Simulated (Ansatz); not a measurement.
## Y2ScAu: from a trial structure to a relaxed crystal

Level of theory: DFT PBE, scalar-relativistic, plane waves, PAW (Ansatz 0.2.0). Cutoff 420 eV, Γ-centred k mesh, Gaussian smearing, no spin polarisation in the final step.

Y2ScAu was placed on the sites of a reported LiVS2 cell (P-3m1, No. 164), with Sc in place of Li, Au in place of V, Y in place of S, at a guessed volume.

```xyz
4
Lattice="3.6872 0.0000 0.0000 -1.8436 3.1932 0.0000 0.0000 0.0000 6.6953" Properties=species:S:1:pos:R:3 pbc="T T T"
Y     0.0000    2.1288    1.5734
Y     1.8436    1.0644    5.1219
Sc    0.0000    0.0000    3.3476
Au    0.0000    0.0000    0.0000
```

Cell and atoms relax at zero pressure; the relaxation can't lower the symmetry of the start. After a coarse first stage the cell is made exact in the group found at 0.06 Å.

Formation energies are uncorrected and refer to the elements' standard structures at the same level.

(1) What does it relax into?

(2) What are its volume, energy, density and gap?

Answers

(1) It keeps P-3m1 (No. 164), but not the shape of the type it started on. Conventional cell: a = 3.688 Å, c = 9.572 Å. Y is coordinated by 3 Au at 2.97 Å, 3 Sc at 3.45 Å and 6 Y at 3.69 Å; Sc is coordinated by 6 Y at 3.45 Å and 6 Sc at 3.69 Å; Au is coordinated by 6 Y at 2.97 Å and 6 Au at 3.69 Å.

```cif
data_structure
_symmetry_space_group_name_H-M 'P-3m1'
_symmetry_Int_Tables_number 164
_cell_length_a 3.6879
_cell_length_b 3.6879
_cell_length_c 9.5725
_cell_angle_alpha 90.000
_cell_angle_beta 90.000
_cell_angle_gamma 120.000
_cell_volume 112.75
loop_
_atom_site_label
_atom_site_type_symbol
_atom_site_symmetry_multiplicity
_atom_site_Wyckoff_symbol
_atom_site_fract_x
_atom_site_fract_y
_atom_site_fract_z
_atom_site_occupancy
Y1 Y 2 d 0.33333 0.66667 0.21655 1
Sc1 Sc 1 b 0.00000 0.00000 0.50000 1
Au1 Au 1 a 0.00000 0.00000 0.00000 1
```

(2) The volume per atom is 28.19 Å³. The density is 6.18 g/cm³, the energy over the elements is -0.23 eV/atom and the gap on the 12×12×6 mesh is 0 eV (a metal).

The final run used a 12×12×6 mesh on its 4-atom cell and 0.10 eV smearing. The k mesh leaves about 4 meV/atom of noise in metals. Spin–orbit coupling is left out. A structure relaxed within its symmetry needn't be a true minimum.

Cost: 3 runs of about 2.4 core-minutes in all, on Arm Neoverse V1 (shared hosts).